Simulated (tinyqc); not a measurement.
Inside a calculation. Method: extended Hueckel theory, for CH3+. The parameters take no account of the charge, which enters only through the electron count. Computed by tinyqc, a small Python program that keeps every step (integrals from PySCF). Settings: charge = 1, K = 1.75, multiplicity = 1. Command: `OMP_NUM_THREADS=1 python tinyqc.py 29740 29741 out.jsonl` (the two numbers bound the seeds that draw the settings). One thread of a shared host (Intel(R) Xeon(R) Processor @ 2.60GHz), about 0.01 s of CPU time with the checks.

## Overlaps

Geometry (angstrom):

| atom | x | y | z |
|---|---|---|---|
| C | 0.000000 | 0.000000 | 0.087000 |
| H | 1.078000 | 0.000000 | 0.000000 |
| H | -0.539000 | 0.934000 | 0.000000 |
| H | -0.539000 | -0.934000 | 0.000000 |

Parameters chosen for this run:

| element | shell | Slater exponent | H_ii (eV) |
|---|---|---|---|
| H | 1s | 1.300000 | -13.600000 |
| C | 2s | 1.625000 | -21.400000 |
| C | 2p | 1.625000 | -11.400000 |

Slater orbitals, each expanded in six Gaussians scaled to its exponent.

overlap S:
```
           1C 2s     1C 2px     1C 2py     1C 2pz      2H 1s      3H 1s      4H 1s
1C 2s   1.000000   0.000000   0.000000   0.000000   0.497114   0.496907   0.496907
1C 2px  0.000000   1.000000   0.000000   0.000000   0.492729  -0.246219  -0.246219
1C 2py  0.000000   0.000000   1.000000   0.000000   0.000000   0.426658  -0.426658
1C 2pz  0.000000   0.000000   0.000000   1.000000  -0.039766  -0.039742  -0.039742
2H 1s   0.497114   0.492729   0.000000  -0.039766   1.000000   0.128268   0.128268
3H 1s   0.496907  -0.246219   0.426658  -0.039742   0.128268   1.000000   0.128132
4H 1s   0.496907  -0.246219  -0.426658  -0.039742   0.128268   0.128132   1.000000
```

## Wolfsberg-Helmholz matrix

diagonal H_ii (eV): 1C 2s -21.400000, 1C 2px -11.400000, 1C 2py -11.400000, 1C 2pz -11.400000, 2H 1s -13.600000, 3H 1s -13.600000, 4H 1s -13.600000

K = 1.750000

H_ij = K' S_ij (H_ii + H_jj)/2 for i != j (the diagonal keeps H_ii), with K' = 1.75.

H (eV):
```
             1C 2s      1C 2px      1C 2py      1C 2pz       2H 1s       3H 1s       4H 1s
1C 2s   -21.400000    0.000000    0.000000    0.000000  -15.224108  -15.217783  -15.217783
1C 2px    0.000000  -11.400000    0.000000    0.000000  -10.778439    5.386041    5.386041
1C 2py    0.000000    0.000000  -11.400000    0.000000    0.000000   -9.333140    9.333140
1C 2pz    0.000000    0.000000    0.000000  -11.400000    0.869874    0.869361    0.869361
2H 1s   -15.224108  -10.778439    0.000000    0.869874  -13.600000   -3.052784   -3.052784
3H 1s   -15.217783    5.386041   -9.333140    0.869361   -3.052784  -13.600000   -3.049546
4H 1s   -15.217783    5.386041    9.333140    0.869361   -3.052784   -3.049546  -13.600000
```

## Orbitals

valence electrons = 6

Solve H C = S C e through S^(-1/2); fill by pairs from the bottom, a degenerate level sharing its electrons equally; each orbital has its largest coefficient positive (the first on a tie).

orbital energies (eV): -24.226338  -15.734167  -15.733463  -11.423501  6.751160  6.756748  22.383920

occupations: 2.000000  2.000000  2.000000  0.000000  0.000000  0.000000  0.000000

coefficients:
```
              MO1        MO2        MO3        MO4        MO5        MO6        MO7
1C 2s    0.672089   0.000000  -0.000068   0.053954   0.000000  -0.001336   1.412836
1C 2px  -0.000018   0.000000   0.526799   0.000007   0.000000   1.199815   0.001771
1C 2py   0.000000   0.526715   0.000000   0.000000   1.199809   0.000000   0.000000
1C 2pz   0.004353   0.000000  -0.000008   0.997151   0.000000   0.000116  -0.122279
2H 1s    0.199173   0.000000   0.502973  -0.018795   0.000000  -1.028836  -0.784230
3H 1s    0.199087   0.435657  -0.251565  -0.018806  -0.891546   0.515644  -0.781949
4H 1s    0.199087  -0.435657  -0.251565  -0.018806   0.891546   0.515644  -0.781949
```

sum of one-electron energies = -111.387935 eV

## Mulliken analysis

P = C n C^T; charge = valence electrons (H 1, C 4) minus the sum of (P S)_ii on the atom; overlap population = 2 sum P_ij S_ij between two atoms.

charges: 1C 0.804579, 2H 0.065176, 3H 0.065122, 4H 0.065122

Overlap populations:

| pair | value |
|---|---|
| 2-1 | 0.788191 |
| 3-1 | 0.787988 |
| 3-2 | -0.044575 |
| 4-1 | 0.787988 |
| 4-2 | -0.044575 |
| 4-3 | -0.044527 |
